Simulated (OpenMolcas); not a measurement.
## Predicting a hybrid from its neighbours: C2H3ClO (acetyl chloride)

C2H3ClO has 7 atoms, charge 0, and is taken as a singlet. As SMILES, `CC(=O)Cl`. The coordinates come from a PBE0-D4/def2-TZVP relaxation.

The vertical energy of the triplet above the singlet y, in eV, basis cc-pVDZ; a is the functional's share of exact exchange. Programs: OpenMolcas 26.06.

```
functional     program     a  y (eV)
    revPBE  OpenMolcas     0    4.77
      BLYP  OpenMolcas     0    4.77
     B3LYP  OpenMolcas   0.2       ?
      PBE0  OpenMolcas  0.25    4.69
     BHLYP  OpenMolcas   0.5    4.54
```

Q: Fit y = c + s·a to the known rows and predict B3LYP.

A: 
1. Means of the 4 rows: a = 0.1875, y = 4.692.
2. Σ(Δa)² = 0.17188, Σ(Δa·Δy) = -0.076875, so the slope is -0.076875/0.17188 = -0.44726.
3. Intercept: 4.692 − (-0.44726) × 0.1875 = 4.776. The largest residual of the fit is 0.026.
4. B3LYP: 4.776 + (-0.44726) × 0.2 = 4.69 eV.

The run gave 4.72 eV, so the prediction is off by -0.03 eV, about the scatter of the fit. Exact exchange favours the state with more unpaired electrons.
